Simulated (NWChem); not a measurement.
System: SiH4; SMILES [SiH4]

Program: NWChem. Structure relaxed at the PBE0/def2-SVP level. Level: PBE0/def2-SVP with SMD (1 M gas to 1 M solution), gas-phase geometry. Reactions with the solvent are ignored.

**Question.** Predict the results for solvent n-hexane. Quantities: solvation free energy (kcal/mol); cavity-dispersion-structure term (kcal/mol).

**Answer.** 
* **solvation free energy (kcal/mol)**: -0.4
* **cavity-dispersion-structure term (kcal/mol)**: -0.3
